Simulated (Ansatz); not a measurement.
# SiBCl, triplet: vertical spin and charge gaps

Geometry (PBE0/def2-TZVP stationary point for this spin, not checked as a minimum):

```xyz
3

B     0.0000    0.0000    0.0637
Si    0.0000    0.0000   -1.8172
Cl    0.0000    0.0000    1.7535
```

Basis cc-pVDZ; Ansatz 0.2.0. Only valence electrons are correlated (noble-gas cores frozen). R marks a restricted (for open shells ROHF) determinant, U an unrestricted one. Active spaces: valence = (12e, 11o, short of the full valence) chosen from the atoms' valence shells.

Gaps are energies of the second state less the first, at fixed atoms, for a selection of the levels run; each method lands on the state that its own search finds for that charge and spin.

For open shells CISD is restricted-active-space CI with the open shells as a complete middle space.

Removing an electron, to the quartet: 9.059 eV at UCCSDT(Q).

| level | gap (eV) | error (meV) |
| --- | --- | --- |
| CISD | 8.888 | -171 |
| BCCD(T) | 9.062 | 3 |
| UCCSDT | 9.059 | 0 |
| CASSCF (valence space) | 8.099 | -960 |
| NEVPT2 (valence space) | 8.901 | -158 |
| MRCISD (valence space) | 8.930 | -129 |
| MRCISD+Q (valence space) | 9.084 | 25 |
| r2SCAN | 9.271 | 212 |
| PBE0 | 9.401 | 342 |
| RPA-PBE | 9.335 | 276 |

Quintet less triplet: 3.825 eV at UCCSDT(Q).

```json
{"level": "RHF", "gap (eV)": "2.919", "error (meV)": "-906"}
{"level": "RMP2", "gap (eV)": "3.705", "error (meV)": "-120"}
{"level": "RCCSD", "gap (eV)": "3.748", "error (meV)": "-77"}
{"level": "RCCSDT", "gap (eV)": "3.820", "error (meV)": "-5"}
{"level": "UCCSDT", "gap (eV)": "3.820", "error (meV)": "-5"}
{"level": "RCCSDT(Q)", "gap (eV)": "3.825", "error (meV)": "0"}
{"level": "CASSCF (valence space)", "gap (eV)": "3.565", "error (meV)": "-260"}
{"level": "MRCISD+Q (valence space)", "gap (eV)": "3.882", "error (meV)": "57"}
{"level": "PBE", "gap (eV)": "3.861", "error (meV)": "36"}
{"level": "PBE0", "gap (eV)": "3.770", "error (meV)": "-55"}
```

In so small a basis the reference is far from its limit while semilocal and hybrid functionals are nearer theirs (RPA and double hybrids share much of the reference's basis error), so the functionals' errors here hold much of the reference's basis and frozen-core error, which can add to them or hide them.

Full CI isn't at hand for all of this; UCCSDT(Q) serves as the reference, and is uncertain by about the last step of the cluster series. The frozen core follows each run's orbitals, which can shift R against U totals by a few meV.
